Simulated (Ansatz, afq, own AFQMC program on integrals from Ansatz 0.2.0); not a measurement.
# Atomization energy of C$_{2}$H$_{8}$ClNOSi$_{2}$, singlet

```xyz
15

C    -2.3480    1.3197   -0.2335
C    -1.0801    1.3656    0.1928
Si   -0.1138   -0.1702    0.5631
N    -1.1635   -1.5042    0.7575
Cl    1.0430    0.2644    2.2553
O     0.9649   -0.5852   -0.6122
Si    2.5745   -0.4597   -1.0180
H    -2.9233    2.2267   -0.4508
H    -2.8622    0.3641   -0.3858
H    -0.6006    2.3425    0.3331
H    -0.7933   -2.4384    0.6210
H    -1.8808   -1.4900    1.4734
H     3.3976   -1.3814   -0.1811
H     3.0582    0.9411   -0.8345
H     2.7055   -0.8456   -2.4512
```

Atoms in their ground-state spins without spin–orbit coupling (mostly on UHF) minus the molecule (RHF), without zero-point energy. The geometry is a stationary point, not shown to be a minimum.

Basis def2-SVP. Only valence electrons are correlated. Ansatz 0.2.0 and our own AFQMC program on the same integrals; the CISD trial comes from CCSD amplitudes, and released means the phaseless constraint is let go. ± is one standard error of the sampling. The errors of all members are added in quadrature.

No full CI on the walks' own integrals is used here. The released AFQMC energy serves as the reference, which it does only where one determinant dominates, the energy is flat over the last release times and near the phaseless one (40 meV or 2 meV an electron, half that with transition metals). On small molecules, where full CI could be run and the noise was under 10 meV, such values lay within 10 meV of it in 19 cases of 20, a flattering rate, since the rule was set on those same cases; what remains of the bias isn't in the error bar. Each member takes its own surest rung, up to full CI.

Errors are counted within def2-SVP, not against nature.

Cautions: C₂H₈ClNOSi₂ (singlet): the released value is read at 0.63 1/Eh with a noise of 28 meV, more than in the cases checked, later times being too noisy (meV from the phaseless value at times in 1/Eh: -30 ± 22 at 0.21, -24 ± 29 at 0.42, 11 ± 28 at 0.63, 24 ± 36 at 0.90); other spins of the molecule weren't checked.

Reference (AFQMC with the constraint released): 1274.0 ± 0.6 kcal/mol.

| level | atomization energy (kcal/mol) | error against released AFQMC (kcal/mol) |
| --- | --- | --- |
| HF | 996.3 | -277.7 ± 0.6 |
| MP2 | 1291.0 | 17.0 ± 0.6 |
| CCSD | 1260.4 | -13.6 ± 0.6 |
| CCSD(T) | 1273.9 | -0.1 ± 0.6 |
| ph-AFQMC/CISD | 1274.6 ± 0.4 | 0.6 ± 0.7 |

Correlation beyond CCSD(T) changes it by less than twice the noise. The perturbative (T) step is worth +13.5 kcal/mol.

Released energies are given only where the last usable release times agree within the noise; a slower fall can still hide under it.
